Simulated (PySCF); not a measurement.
C₃H₆NO (doublet state).
Cartesian coordinates in Å at the GFN2-xTB level; atoms count from 1:
```
atom  x, y, z in Å
C1     2.0383   -0.5115   -0.0681
O2     0.7270   -0.7696   -0.0113
C3    -0.1706    0.2315    0.0058
C4    -1.5782   -0.3034    0.0580
N5     0.2224    1.4391   -0.0272
H6     2.6672   -1.3775   -0.0758
H7     2.3861    0.5012   -0.0992
H8    -1.7864   -0.8741   -0.8456
H9    -2.2932    0.5105    0.1401
H10   -1.6877   -0.9709    0.9104
H11   -0.5194    2.1274   -0.0131
```

The hyperfine couplings belong to this conformer and change with its torsions.

As a line formula: `[H]/N=C(\C)O[CH2]` [radical].

The calculation used UKS B3LYP, pcH-1 on C H N O, non-relativistic, mean-field spin-orbit, GIAO in PySCF. Geometry: GFN2-xTB, one conformer, isolated molecule. A GFN2-xTB geometry isn't a minimum of the functional, and hyperfine couplings can be far from their values at a DFT geometry. No stability test was run, so a lower SCF solution isn't excluded.

(1) Predict the first-order ENDOR lines of C1, C4, C3, N5, H7, H6, H11 and H8/H9/H10 under fast tumbling at B = 332.7 mT (X band).

(2) Which pairs are centred on the nuclear Larmor frequency, and which on half the coupling?

## Answers

(1) For S = 1/2 in fast tumbling each set of equivalent nuclei gives two lines, ν± = |νn ± a/2| to first order, with νn = g_N μN B/h and μN/h = 7.62259 MHz/T.

```tsv
nuclei	isotope	g_N	νn (MHz)	a_iso (MHz)	lower line (MHz)	upper line (MHz)
C1	13C	1.4048	3.56	84.83	38.85	45.98
C4	13C	1.4048	3.56	-2.39	2.37	4.76
C3	13C	1.4048	3.56	-0.63	3.25	3.88
N5	14N	0.4038	1.02	1.43	0.31	1.74
H7	1H	5.5857	14.17	-66.35	19.01	47.34
H6	1H	5.5857	14.17	-64.52	18.10	46.43
H11	1H	5.5857	14.17	-5.03	11.65	16.68
H8/H9/H10	1H	5.5857	14.17	2.37	12.98	15.35
```

The rows for 13C, of low natural abundance, apply to labelled samples.

(2) Centred on νn, since |a| < 2νn: C4, C3, N5, H11 and H8/H9/H10. Centred on |a|/2 and split by 2νn: C1, H7 and H6.

Nuclei that the bonding pattern makes equivalent are averaged, as if the motion that swaps them (rotation, inversion, ring flip) were fast. H6 and H7 aren't averaged: C1 is flat or nearly so (angle sum 360°), and its turn about the short C1–O2 bond (1.34 Å) is taken as slow. The three 1H nuclei of mean +2.4 MHz run from -0.8 to 4.4 MHz in the frozen geometry.

The Mulliken spin populations are largest on C1 (+0.97) and N5 (+0.08). No atom but C1 exceeds +0.15. The angles at C1 add up to 360.0°, so it is planar; its axial dipolar tensor and the negative couplings of its protons fit spin in a p orbital normal to that plane.
